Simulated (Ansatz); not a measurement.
One arrangement of a pair

The pair of SiH4 (SMILES [SiH4], atoms 1–5) and CH3Cl (SMILES CCl, atoms 6–10), both closed shells, in one local arrangement (a lower one may exist), relaxed at PBE0-D4/def2-TZVP:

Si1  (-0.227, -0.010, -2.067)
H2  (-0.724, -0.584, -3.345)
H3  (1.222, 0.280, -2.192)
H4  (-0.453, -1.003, -0.985)
H5  (-0.976, 1.235, -1.769)
C6  (0.168, -0.089, 2.152)
Cl7  (0.934, 1.184, 1.184)
H8  (-0.156, -0.883, 1.483)
H9  (-0.685, 0.338, 2.674)
H10  (0.897, -0.468, 2.865)
(Å)

Ansatz 0.2.0; basis: def2-TZVPPD, with def2-QZVPPD for the basis limit; cores frozen in the correlated methods. B3LYP uses VWN-RPA correlation. Extrapolation: Hartree–Fock as exp(−7.88 √X), correlation as X^−2.97. Interaction energies count from these two fragments, frozen as in the pair, with the counterpoise correction; negative means bound.

**Question.** What is the interaction energy by CCSD(T) at an estimated basis limit (MP2 extrapolated from triple and quadruple zeta, plus CCSD(T) − MP2 in triple zeta)? (Judge from chemistry; the value comes from the calculation.)

**Answer.** Computed: -6.5 kJ/mol. Hartree–Fock alone gives 2.7 kJ/mol at the basis limit, so without correlation the pair would not bind at this distance. It counts from the two fragments frozen as in the pair.

The same quantity by other methods in triple zeta, and each one's difference from that estimate:
```tsv
method	E_int (kJ/mol)	difference
PBE-D4	-7.4	-0.9
revPBE-D4	-6.0	0.4
BLYP-D4	-6.0	0.5
r2SCAN-D4	-5.8	0.7
B97M-V	-6.9	-0.4
PBE0-D4	-6.9	-0.4
B3LYP-D4	-6.5	0.0
HSE06-D4	-6.8	-0.3
wB97X-V	-6.4	0.1
wB97M-V	-6.7	-0.2
B2PLYP	-1.7	4.8
HF	2.8	9.3
MP2	-5.6	0.9
CCSD	-4.0	2.5
CCSD(T)	-5.1	1.3
```
Differences are method less estimate.

**Question.** Which atoms make the shortest contact between the fragments?

**Answer.** H4 and H8, 2.49 Å apart.

Basis-set superposition shift (counterpoise-corrected less uncorrected): CCSD(T) 1.4; MP2 1.4; HF 0.2; PBE0-D4 0.2; wB97M-V 0.2 kJ/mol.

No T1 diagnostic of these runs exceeds 0.011.

For scale, one of the runs: CCSD(T)/def2-TZVPPD, 255 basis functions, launched by `ansatz run in.yaml --threads 4 --pin off --events-out ev --progress --plain --max-ram 9574MiB`. The run took 41 s on 4 CPU threads of an INTEL XEON PLATINUM 8581C (shared host), with 5.3 GiB of host memory at its peak.
